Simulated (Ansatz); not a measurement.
Cost and result up the ladder for the cluster BO₂H (4 atoms). The state is a singlet with charge 0. Geometry: PBE0-D4/def2-TZVP.

```csv
atom,x (Å),y (Å),z (Å)
B1,0.4514,-0.4000,0.2175
O2,-0.3950,0.3501,-0.1903
O3,-1.3303,1.1788,-0.6409
H4,1.2739,-1.1289,0.6137
```

Ansatz on 4 threads of Arm Neoverse V2 on a shared host. Times are rough, and most runs start from the orbitals of an earlier one. PBE0-D4/def2-TZVP serves as the yardstick here, not as an exact answer. Binding counts from free atoms at the same level (B doublet, O triplet, H doublet; other spins of the atoms weren't run), without zero-point energy or a counterpoise term.

Correlated methods freeze 3 core orbitals. The structure holds 1 bond(s) between oxygen atoms. Another isomer (singlet) lies 6.63 eV lower at PBE0-D4/def2-TZVP; other spin states weren't run for this one.

Correlated methods converge slowly with the basis.

| level | functions | wall time |
| --- | --- | --- |
| PBE0-D4/def2-TZVP | 99 | 0.35 s |
| revPBE-D4/def2-TZVP | 99 | 0.35 s |
| BLYP-D4/def2-TZVP | 99 | 0.4 s |
| PBE-D4/def2-TZVP (with forces) | 99 | 0.5 s |
| r2SCAN-D4/def2-TZVP | 99 | 0.75 s |
| CCSD(T)/def2-TZVPP | 107 | 2.1 s |

Q: Estimate what each level gives for the binding energy per atom (eV).

A: 
```json
{"level": "PBE0-D4/def2-TZVP", "binding energy per atom (eV)": "3.16", "difference from PBE0-D4/def2-TZVP (eV)": "0.00", "remarks": "–"}
{"level": "revPBE-D4/def2-TZVP", "binding energy per atom (eV)": "3.29", "difference from PBE0-D4/def2-TZVP (eV)": "0.13", "remarks": "–"}
{"level": "BLYP-D4/def2-TZVP", "binding energy per atom (eV)": "3.36", "difference from PBE0-D4/def2-TZVP (eV)": "0.20", "remarks": "–"}
{"level": "PBE-D4/def2-TZVP (with forces)", "binding energy per atom (eV)": "3.46", "difference from PBE0-D4/def2-TZVP (eV)": "0.30", "remarks": "–"}
{"level": "r2SCAN-D4/def2-TZVP", "binding energy per atom (eV)": "3.24", "difference from PBE0-D4/def2-TZVP (eV)": "0.07", "remarks": "–"}
{"level": "CCSD(T)/def2-TZVPP", "binding energy per atom (eV)": "2.98", "difference from PBE0-D4/def2-TZVP (eV)": "-0.18", "remarks": "large T1 (0.032)"}
```
